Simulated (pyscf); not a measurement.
This saddle point was located with ωB97X-D3(BJ)/def2-SVP in PySCF.

```
Si
H 1 1.4838
N 1 1.8864 2 120.23
H 3 1.0217 1 114.40 2 -37.46
H 3 1.0225 4 107.43 1 125.44
H 3 1.2324 4 121.16 5 141.99
N 6 1.3790 3 130.01 4 114.31
H 7 1.0199 6 118.09 3 110.67
H 7 1.0203 8 108.07 6 -141.57
Cl 1 2.0894 2 126.06 7 92.62
Cl 1 2.1636 2 92.92 7 -168.91
```

Surface: singlet, charge 0. Lowest wavenumbers (cm⁻¹): 1285i, 105, 179, 195, 265.

**Question.** What reaction is this the transition state of?

**Answer.** `[NH3]` + `[NH2][SiH]([Cl])[Cl]` <-> `[NH2][SiH]([Cl])[Cl]` + `[NH3]`, a four-centre exchange read from left to right: H–N, N–Si broken and N–Si, H–N formed. At ωB97M-D3(BJ)/def2-TZVP it lies +23.7 kcal/mol from the left side and +23.7 kcal/mol from the right (each side as separated species at their lowest minima found). On the reactant side the descent ends in an adduct with a N–Si contact, 4.4 kcal/mol under the separated species and 27.4 kcal/mol under the saddle at ωB97X-D3(BJ)/def2-TZVP. On the product side the descent ends in an adduct with a N–Si contact, 6.9 kcal/mol under the separated species and 29.9 kcal/mol under the saddle at ωB97X-D3(BJ)/def2-TZVP. What is counted as formed (N–Si) is already present as a longer contact in the reactant adduct; forming that adduct is a step of its own. What is counted as broken (N–Si) persists as a longer contact in the product adduct; parting that adduct is a step of its own. This is the saddle that the search found; another between the same sides may lie lower.
